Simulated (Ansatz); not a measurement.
Gas-phase reaction in SMILES: [CH](C)CCl -> [CH2]CCCl

Quantity: isomerisation energy (enthalpy at 298 K), in kcal/mol. Conventions: non-relativistic; spin-orbit terms left out; no dispersion term unless named; LANL2DZ with its own core potentials from Na on; valence correlation only; 6-311+G** with 5d, 6d on Na to Ar in Ansatz (a first-principles code); UHF or UKS for open shells; six Cartesian d functions in 6-31G* and its kin unless marked 5d. Basis-set limits of correlation are two-point, X^-3; Hartree-Fock from the larger set. [CCSD(T)-MP2]/basis is that difference in the basis named. Ab initio and DFT rows: single points at B3LYP-D3(BJ) geometries (Ansatz), with unscaled harmonic terms from B3LYP/6-31G* at its own minima.

Coupled cluster (Ansatz) is a level with limits of its own, used here on species with T1 under 0.025 (0.045 for open shells) and stable references: RI-MP2/CBS(cc-pV(T+d)Z,cc-pV(Q+d)Z)+[CCSD(T)-MP2]/cc-pV(D+d)Z.

Value to compare with, RI-MP2/CBS(cc-pV(T+d)Z,cc-pV(Q+d)Z)+[CCSD(T)-MP2]/cc-pV(D+d)Z (Ansatz): 3.5 kcal/mol.

```json
[
 {"level": "PBE/STO-3G", "program": "Ansatz", "isomerisation energy (enthalpy at 298 K) (kcal/mol)": "9.1", "difference": "5.6"},
 {"level": "PBE/3-21G", "program": "Ansatz", "isomerisation energy (enthalpy at 298 K) (kcal/mol)": "8.7", "difference": "5.2"},
 {"level": "PBE/LANL2DZ", "program": "Ansatz", "isomerisation energy (enthalpy at 298 K) (kcal/mol)": "8.4", "difference": "4.9"},
 {"level": "PBE/6-31G*", "program": "Ansatz", "isomerisation energy (enthalpy at 298 K) (kcal/mol)": "6.7", "difference": "3.2"},
 {"level": "PBE/def2-SVP", "program": "Ansatz", "isomerisation energy (enthalpy at 298 K) (kcal/mol)": "6.6", "difference": "3.1"},
 {"level": "PBE/6-311+G**", "program": "Ansatz", "isomerisation energy (enthalpy at 298 K) (kcal/mol)": "6.7", "difference": "3.2"},
 {"level": "PBE/def2-TZVPD", "program": "Ansatz", "isomerisation energy (enthalpy at 298 K) (kcal/mol)": "6.5", "difference": "3.0"}
]
```

6 of the 6 habitual levels lie above RI-MP2/CBS(cc-pV(T+d)Z,cc-pV(Q+d)Z)+[CCSD(T)-MP2]/cc-pV(D+d)Z (Ansatz); their mean absolute difference is 4.2 kcal/mol, the median 4.1.

The sets are all those run for this method; runs whose electronic state is in doubt are left out.
